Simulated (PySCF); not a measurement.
```xyz
4

Si    -0.0005    -0.0011     0.3377
H     -0.7333    -1.2110    -0.1174
H      1.4160    -0.0291    -0.1107
H     -0.6822     1.2412    -0.1096
```

Charge 0, multiplicity 2.

### Question
Give the Mulliken and meta-Löwdin atomic charges from PBE-D3(BJ)/def2-TZVP // PBE0-D3(BJ)/def2-TZVP in PySCF.

### Answer

```tsv
atom	Mulliken (e)	meta-Löwdin (e)
Si1	-0.01	0.16
H2	0.00	-0.05
H3	0.00	-0.05
H4	0.00	-0.05
```
